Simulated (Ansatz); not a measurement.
**CH₃BO (SMILES B1CO1): functionals against CCSD(T) at one geometry**

How do the functionals fare away from a minimum? The structure is a structure displaced at random from a GFN2-xTB minimum.

Method: single points in def2-TZVPP; program: Ansatz 0.2.0, Gaussian basis.

Cores are frozen in the correlated methods.

### 1 The starting structure

SMILES `B1CO1`, 6 atoms, charge 0, spin multiplicity 1.

Atoms are counted from 1 here; the program's logs count them from 0.

Bond lengths: B1–C2 1.585 Å, B1–O3 1.377 Å, B1–H4 1.231 Å, C2–O3 1.559 Å, C2–H5 1.162 Å, C2–H6 1.154 Å. Angles: C2–B1–O3 63.1°, C2–B1–H4 156.5°, O3–B1–H4 140.4°, B1–C2–O3 51.9°, B1–C2–H5 124.6°, B1–C2–H6 123.1°, O3–C2–H5 114.0°, O3–C2–H6 112.6°, H5–C2–H6 111.8°, B1–O3–C2 65.0°.

Geometry (Å):

```tsv
atom	x (Å)	y (Å)	z (Å)
B1	-0.73290	-0.40210	-0.39050
C2	0.59870	0.12430	0.28860
O3	-0.67830	0.93870	-0.08240
H4	-1.50310	-1.23460	-0.86870
H5	1.55100	0.44940	-0.29230
H6	0.78380	0.08450	1.42650
```

### 2 CCSD(T)/def2-TZVPP

The input, run/in.yaml:

```yaml
crystal:
  periodic: [false, false, false]
  atoms:
    - {symbol: B, position_ang: [-0.732900, -0.402100, -0.390500]}
    - {symbol: C, position_ang: [0.598700, 0.124300, 0.288600]}
    - {symbol: O, position_ang: [-0.678300, 0.938700, -0.082400]}
    - {symbol: H, position_ang: [-1.503100, -1.234600, -0.868700]}
    - {symbol: H, position_ang: [1.551000, 0.449400, -0.292300]}
    - {symbol: H, position_ang: [0.783800, 0.084500, 1.426500]}
basis:
  gaussian: {orbitals: def2-TZVPP}
correlation: {method: ccsd_t}
output: {forces: true}
```

No record of the launch command was kept for these runs.

### 3 PBE0-D4/def2-TZVPP

Changes to run/in.yaml since step 2:

```diff
@@ -11,3 +11,3 @@
   gaussian: {orbitals: def2-TZVPP}
-correlation: {method: ccsd_t}
-output: {forces: true}
+hamiltonian: {xc: pbe0, dispersion: d4}
+output: {forces: true, orbitals: {seedname: orbitals}}
```

### 4 wB97M-V/def2-TZVPP

Changes to run/in.yaml since step 3:

```diff
@@ -11,3 +11,3 @@
   gaussian: {orbitals: def2-TZVPP}
-hamiltonian: {xc: pbe0, dispersion: d4}
-output: {forces: true, orbitals: {seedname: orbitals}}
+hamiltonian: {xc: {name: wB97M-V}}
+output: {forces: true}
```

### 5 r2SCAN-D4/def2-TZVPP

Changes to run/in.yaml since step 4:

```diff
@@ -11,3 +11,3 @@
   gaussian: {orbitals: def2-TZVPP}
-hamiltonian: {xc: {name: wB97M-V}}
+hamiltonian: {xc: r2scan, dispersion: d4}
 output: {forces: true}
```

### 6 PBE-D4/def2-TZVPP

Changes to run/in.yaml since step 5:

```diff
@@ -11,3 +11,3 @@
   gaussian: {orbitals: def2-TZVPP}
-hamiltonian: {xc: r2scan, dispersion: d4}
+hamiltonian: {xc: pbe, dispersion: d4}
 output: {forces: true}
```

### 7 BHLYP-D4/def2-TZVPP

Changes to run/in.yaml since step 6:

```diff
@@ -11,3 +11,3 @@
   gaussian: {orbitals: def2-TZVPP}
-hamiltonian: {xc: pbe, dispersion: d4}
+hamiltonian: {xc: {name: BHLYP}, dispersion: d4}
 output: {forces: true}
```

### 8 wB97X-V/def2-TZVPP

Changes to run/in.yaml since step 7:

```diff
@@ -11,3 +11,3 @@
   gaussian: {orbitals: def2-TZVPP}
-hamiltonian: {xc: {name: BHLYP}, dispersion: d4}
+hamiltonian: {xc: {name: wB97X-V}}
 output: {forces: true}
```

(Steps that only read results are left out.)

**Question.** What will these runs give? Wanted: energy less free atoms, CCSD(T)/def2-TZVPP; RMS force component; RMS force error; HOMO and LUMO, PBE0-D4; T1 diagnostic.

**Answer**, as computed:

| quantity | value |
| --- | --- |
| energy less free atoms, CCSD(T)/def2-TZVPP | -2274.6 kJ/mol |
| RMS force component | 0.834 to 1.288 eV/Å over the methods |
| RMS force error | PBE0-D4 0.286, wB97M-V 0.220, r2SCAN-D4 0.141, PBE-D4 0.158, BHLYP-D4 0.448, wB97X-V 0.231 eV/Å |
| HOMO and LUMO, PBE0-D4 | -8.14 and -0.68 eV |
| T1 diagnostic | 0.018 |

**Reading.** Against CCSD(T) the functionals' energies less atoms differ by -149.9 to +34.1 kJ/mol, PBE-D4 by -149.9 kJ/mol. CCSD(T) in triple zeta still lacks some correlation energy of the bonds, so part of these gaps is its own basis error and they don't rank the functionals. On forces the order runs from r2SCAN-D4 to BHLYP-D4. Frozen-core CCSD(T) forces in triple zeta carry basis errors of their own, and this is one geometry, so small gaps rank nothing.
